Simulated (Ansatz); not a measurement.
Input file:

```yaml
crystal:
  periodic: [false, false, false]
  atoms:
    - {symbol: P, position_ang: [0.000000, 0.000000, 0.000000]}
    - {symbol: H, position_ang: [0.000000, 0.000000, 2.038000]}
basis:
  gaussian: {orbitals: "6-31++G**"}
total_charge: -1
magnetization: {spin_polarized: false, initial_magnetization: 1}
correlation: {method: fci, electrons: outside_noble_gas}
```

```sh
$ ansatz run in.yaml --threads 1 --pin off --events-out ev --progress --plain --max-ram 2393MiB
```

Output:

```
427 factors; integrals over basis functions are off by at most 1.6e-7 eV
mean field evaluation 1: about -9283.4700 eV, gradient 1.2e1 eV
mean field evaluation 2: about -9283.4957 eV, gradient 1.2e1 eV
mean field evaluation 4: about -9284.5557 eV, gradient 1.2e0 eV
mean field evaluation 8: about -9284.5779 eV, gradient 2.9e-1 eV
mean field evaluation 16: about -9273.8647 eV, gradient 2.3e1 eV
mean field evaluation 32: about -9279.5433 eV, gradient 9.5e-4 eV
mean field evaluation 64: about -9279.2046 eV, gradient 4.8e0 eV
mean field evaluation 96: about -9284.5780 eV, gradient 2.8e-1 eV
mean field -9284.57902997 eV, -341.2019860376 hartree, gradient 2.0e-6 eV, S^2 0.750000; 5 other end points of the search recorded, 0 dependent functions left out
mean field evaluation 128: about -9284.1079 eV, gradient 3.3e0 eV
mean field evaluation 160: about -9283.8821 eV, gradient 6.4e-1 eV
mean field evaluation 192: about -9283.8027 eV, gradient 2.6e-2 eV
5 core orbitals not correlated: weight in the atoms' cores, before any rotation towards them, 1.000 or more for the frozen orbitals, at most 0.000 for the correlated occupied ones
reference -9284.57902997 eV, -341.2019860376 hartree; 4, 3 occupied and 20, 21 virtual orbitals, 427 factors
state -9288.15174249 eV, -341.3332808012 hartree
Total energy: -9288.15174249 eV, -341.3332808012 hartree
```

Ran on 1 thread of Arm Neoverse V2, shared host: 82 s wall, 0.76 GiB peak host memory.
